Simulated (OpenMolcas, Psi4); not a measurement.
**From Psi4 to OpenMolcas**

This Psi4 1.11 job computes AlH (SMILES [AlH]):

alh.xyz:
```
2
AlH
Al     0.000000     0.000000    -0.025640
H      0.000000     0.000000     1.639110
```

alh_ase.py:
```python
import numpy as np
from ase.calculators.psi4 import Psi4
from ase.io import read

mol = read('alh.xyz')
calc = Psi4(atoms=mol, method='hf', basis='3-21G', memory='2200MB', num_threads=1, charge=0, multiplicity=1, label='psi4-calc')
calc.psi4.set_options({'puream': True, 'e_convergence': 1e-09, 'd_convergence': 1e-08, 'scf_type': 'pk'})
mol.calc = calc

print(f'energy: {mol.get_potential_energy():.6f} eV')
```

```bash
$ python alh_ase.py
```

Geometry: relaxed at PBE0-D4/def2-TZVP.

It gives a total energy of -241.122530 Eh.

Q: Translate the job to OpenMolcas 26.06 as an input file of the program's own.

A: One way, which was run:

mol.input:
```
&GATEWAY
  BasLib
  $CurrDir
  Coord
  2
  angstrom
  Al       0.000000       0.000000      -0.025640
  H        0.000000       0.000000       1.639110
  Basis
  3-21G
  Group
  NoSym

&SEWARD

&SCF
  Thresholds
  1e-10 1e-07 1e-07 1e-05
  PrOrbitals
  1 1
```

```bash
$ export MOLCAS_MEM=1860
$ pymolcas mol.input > mol.log
```

(Basis files named in the input come from the Basis Set Exchange and aren't shown.)

Its energy is -241.122530 Eh, the same as the first but for the last digit, at most.
